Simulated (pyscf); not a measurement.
Structures and frequencies: ωB97X-D3(BJ)/def2-SVP in PySCF.

**Question.** How much does it cost (ΔH, 298 K, ωB97M-D3(BJ)/def2-TZVP) to split H₃C–C(=O)–CH₂–C(CH₃)=O at its C–C bond into H₃C–C•=O + •H₂C–C(CH₃)=O?

**Answer.** C–C to H₃C–C•=O + •H₂C–C(CH₃)=O: 76.5 kcal/mol. The 7 functionals that were run give +70.1 (r²SCAN) to +77.3 kcal/mol (M06-2X). The radicals are drawn with the spin at the cut bond; how far it spreads was not checked. Other isomers of H₃C–C•=O, •H₂C–C(CH₃)=O were not searched in full and may lie lower.
